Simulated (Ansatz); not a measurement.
Frontier orbitals of `CC(O)(O)Cl`.

Charge 0, multiplicity 1. The structure was optimised at the PBE0-D4/def2-TZVP level. It is one conformer, not always the lowest. Basis def2-TZVPP, Ansatz.

Orbital energies of one run (eV). Highest occupied ones, from the top: -6.82, -7.21, -7.41, -8.21, -8.48, -9.83, -9.92, -10.76, -11.74, -12.08, -14.54, -15.56, -18.64, -20.83. Empty: -0.46, -0.09, 0.86, 1.50, 2.33, 2.51.

Task: Which functional gave them?
A. LC-ωPBE
B. PBE
C. r2SCAN0
D. HSE06 (plane-wave form)

Result: B. HOMO energies: PBE -6.82, r2SCAN0 -8.68, LC-ωPBE -11.29, HSE06 -8.02 eV.

LC-ωPBE has ω = 0.4 bohr⁻¹.
